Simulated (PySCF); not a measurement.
BeH, SMILES [BeH], multiplicity 2. Geometry optimised at PBE0-D3(BJ)/def2-TZVPD. The spin state was assumed, not searched.

Question: Give the equilibrium geometry at PBE0-D3(BJ)/def2-TZVPD (PySCF confirms it by a frequency run) as Cartesian coordinates in Å, and its point group. (The exact figures need the calculation; the answer reports its results.)

Answer: point group C∞v.
```xyz
2

Be     0.0000     0.0000    -0.2707
H      0.0000     0.0000     1.0828
```
Charge 0, spin multiplicity 2.
